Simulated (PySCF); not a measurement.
A geometry optimisation, step by step.

Compound: isopropenylcyclopropane, C6H10.
Bonds: C1–C2 (double), C2–C3, C2–C4, C4–C5, C5–C6, C4–C6. Hydrogens: H7, H8 on C1; H9, H10, H11 on C3; H12 on C4; H13, H14 on C5; H15, H16 on C6.

Computed by this run: PBE0-D3(BJ)/def2-SVP geometry optimisation, gas phase (PySCF 2.14.0); density fitting, grid level 2; the optimiser is geomeTRIC in internal coordinates, started from a GFN2-xTB structure. The frame can shift and turn from step to step; on so coarse a grid that alone can change the energy by a few meV, and forces under 0.02 eV/Å are noise.

Step 0: E = -6371.8625 eV, largest atomic force 0.679 eV/Å
```
atom  x, y, z in Å  |  force x, y, z in eV/Å
C1     -0.846    1.278   -0.749   -0.060   0.231  -0.118
C2     -0.753    0.075   -0.199   -0.176  -0.590   0.219
C3     -1.945   -0.824   -0.058    0.366   0.425  -0.110
C4      0.513   -0.494    0.322    0.187   0.315  -0.089
C5      1.833   -0.201   -0.342   -0.165   0.010   0.447
C6      1.538    0.378    1.000    0.018  -0.335  -0.343
H7     -1.783    1.659   -1.117   -0.564   0.169  -0.193
H8      0.001    1.933   -0.858    0.563   0.376  -0.044
H9     -2.115   -1.060    0.992   -0.103  -0.170   0.412
H10    -1.773   -1.760   -0.587    0.020  -0.427  -0.166
H11    -2.838   -0.354   -0.460   -0.392   0.129  -0.140
H12     0.400   -1.492    0.728    0.038  -0.356   0.163
H13     2.553   -1.002   -0.414    0.325  -0.389   0.012
H14     1.825    0.456   -1.198   -0.102   0.335  -0.416
H15     1.326    1.434    1.068   -0.190   0.505  -0.011
H16     2.056   -0.019    1.861    0.234  -0.227   0.377
```

Step 1: E = -6371.9104 eV, largest atomic force 0.113 eV/Å
```
atom  x, y, z in Å  |  force x, y, z in eV/Å
C1     -0.797    1.329   -0.752   -0.002   0.068  -0.031
C2     -0.708    0.113   -0.197    0.041   0.028  -0.003
C3     -1.903   -0.778   -0.058   -0.064  -0.071   0.017
C4      0.566   -0.459    0.327   -0.025  -0.102   0.038
C5      1.890   -0.172   -0.333    0.056   0.004  -0.098
C6      1.597    0.406    1.007    0.016   0.081   0.077
H7     -1.752    1.710   -1.124    0.024  -0.009   0.010
H8      0.070    1.989   -0.859   -0.022  -0.022   0.005
H9     -2.082   -1.031    1.002    0.006   0.005  -0.035
H10    -1.741   -1.735   -0.586   -0.007   0.029   0.020
H11    -2.813   -0.312   -0.460    0.015  -0.006   0.007
H12     0.458   -1.468    0.739    0.005   0.039  -0.015
H13     2.617   -0.987   -0.405   -0.025   0.016   0.005
H14     1.869    0.492   -1.203   -0.004  -0.022   0.035
H15     1.369    1.475    1.074    0.006  -0.041  -0.007
H16     2.117    0.000    1.880   -0.019   0.004  -0.023
```

Step 2: E = -6371.9108 eV, largest atomic force 0.026 eV/Å
```
atom  x, y, z in Å  |  force x, y, z in eV/Å
C1     -0.795    1.329   -0.752   -0.009  -0.002  -0.002
C2     -0.708    0.113   -0.197    0.013   0.012  -0.002
C3     -1.904   -0.780   -0.058   -0.009  -0.001  -0.002
C4      0.566   -0.460    0.328   -0.007  -0.024   0.008
C5      1.890   -0.171   -0.334    0.011   0.002  -0.018
C6      1.596    0.408    1.007    0.004   0.016   0.013
H7     -1.748    1.714   -1.124   -0.002  -0.005   0.002
H8      0.073    1.987   -0.857    0.001  -0.003   0.002
H9     -2.082   -1.033    1.001    0.004   0.003  -0.001
H10    -1.743   -1.736   -0.585    0.003   0.004  -0.001
H11    -2.815   -0.314   -0.459    0.001   0.003   0.000
H12     0.459   -1.468    0.739    0.001   0.002  -0.001
H13     2.616   -0.986   -0.406   -0.002  -0.002   0.005
H14     1.868    0.492   -1.203   -0.005   0.001   0.003
H15     1.368    1.475    1.074   -0.003  -0.002  -0.004
H16     2.115    0.002    1.880    0.000  -0.005  -0.003
```

Step 3: E = -6371.9108 eV, largest atomic force under 0.02 eV/Å
```
atom  x, y, z in Å  |  force x, y, z in eV/Å
C1     -0.796    1.328   -0.752    0.011  -0.004   0.004
C2     -0.707    0.113   -0.197   -0.009   0.007  -0.004
C3     -1.905   -0.779   -0.058    0.010  -0.006   0.005
C4      0.568   -0.461    0.328   -0.009   0.004  -0.004
C5      1.892   -0.172   -0.334   -0.003   0.003   0.005
C6      1.598    0.408    1.008   -0.001  -0.002  -0.006
H7     -1.751    1.709   -1.123   -0.001   0.003  -0.002
H8      0.070    1.987   -0.858    0.004   0.004  -0.001
H9     -2.083   -1.032    1.000   -0.001  -0.002   0.006
H10    -1.745   -1.734   -0.586    0.000  -0.005  -0.003
H11    -2.814   -0.310   -0.460    0.001   0.002   0.000
H12     0.461   -1.469    0.740   -0.003  -0.005   0.002
H13     2.618   -0.986   -0.406    0.002  -0.004   0.003
H14     1.868    0.492   -1.203   -0.003   0.005  -0.004
H15     1.368    1.475    1.073   -0.003   0.005  -0.002
H16     2.117    0.002    1.880    0.003  -0.004   0.001
```

Problem. Summarise the path.

Solution. The energy falls by 4.66 kJ/mol from step 0 to step 3; nine tenths of that is first reached at step 1. It falls at every step. The largest force goes from 0.679 to under 0.02 eV/Å. Among the bonds C1–H8 changes most, from 1.076 to 1.094 Å; the atoms move by 0.018 Å rms after alignment.

Problem. Follow the three bonds and two angles with the largest change from start to end.

Solution. 
| step | E above end (kJ/mol) | largest force (eV/Å) | C1–H8 (Å) | C1–H7 (Å) | C5–H14 (Å) | H9–C3–H10 (°) | C4–C5–H14 (°) |
| --- | --- | --- | --- | --- | --- | --- | --- |
| 0 | 4.66 | 0.679 | 1.076 | 1.076 | 1.079 | 107.8 | 117.5 |
| 1 | 0.04 | 0.113 | 1.095 | 1.093 | 1.095 | 106.5 | 116.5 |
| 2 | 0.00 | 0.026 | 1.094 | 1.093 | 1.094 | 106.5 | 116.5 |
| 3 | 0.00 | under 0.02 | 1.094 | 1.093 | 1.093 | 106.5 | 116.5 |

What follows is the cost of the whole optimisation. Hardware: one thread, Arm Neoverse V1 (aarch64), shared host. Cost: 27 s, 0.73 GiB resident at most.
